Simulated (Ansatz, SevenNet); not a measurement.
Elastic constant C11 (GPa) of 32 elemental metals, computed with the machine-learned potential SevenNet-0 (trained on PBE and PBE+U data) and with PBE (Ansatz, an electronic-structure program, PAW). The set holds measured phases with no doubt noted on the run or the magnetic state but for the caveats below. 4 more of the class have both values but aren't in it, for one of these reasons: built or high-temperature cells, doubts on the run or the magnetic state, unlike cells, values of zero, layered or molecular crystals. Solids without a value at one level (not run, failed, or a magnetic order lost), or held back for tests, aren't counted.

Every twentieth of the way through the set, in order of the shift (worked out from unrounded values):

| solid | SevenNet-0 | PBE | shift (%) |
|---|---|---|---|
| bcc Li | 20.5 | 15.5 | -24 |
| fcc Ni | 293 | 283 | -3.6 |
| fcc Al | 107 | 105 | -2.6 |
| fcc Ca | 21.9 | 22.4 | +2.3 |
| fcc Pd | 193 | 199 | +3.0 |
| fcc Pt | 282 | 306 | +8.4 |
| fcc Au | 143 | 157 | +9.3 |
| fcc Pb | 38.0 | 47.1 | +24 |
| hcp Mg | 50.1 | 64.3 | +28 |
| hcp Cd | 62.6 | 83.9 | +34 |
| hcp Tc | 342 | 489 | +43 |
| hcp Re | 412 | 608 | +48 |
| α-phase Ga | 50.2 | 75.5 | +50 |
| hcp Sc | 64.9 | 101 | +55 |
| hcp Os | 463 | 731 | +58 |
| fcc Ir | 370 | 584 | +58 |
| hcp Lu | 54.5 | 91.3 | +68 |
| bcc K | 2.37 | 3.97 | +68 |
| hcp Y | 43.1 | 77.0 | +79 |
| hcp Be | 166 | 321 | +94 |
| hcp Co | 154 | 352 | +128 |

The shift from SevenNet-0 to PBE has a median of +40 %, and eight in ten lie between -2.2 % and +78 %; PBE is the larger in 28 of 32. Each level is at its own cell, so the shift holds the change of volume too.

Ansatz's runs of these crystals have no spin polarisation, but for bcc Fe, hcp Co, fcc Ni.

Density-functional runs with spin start from parallel moments for bcc Fe, parallel moments for hcp Co, parallel moments for fcc Ni.

Spin–orbit coupling is left out, also for the solids with elements from indium on (fcc Pt, hcp Os, double-hcp La, fcc Ir, hcp Re, hcp Hf, fcc Pb, hcp Lu, fcc Au); its size isn't shown.

Each level is taken at its own relaxed cell. Ansatz's density-functional and Hartree–Fock values are scalar-relativistic unless marked +SOC, with PAW data made under PBE.
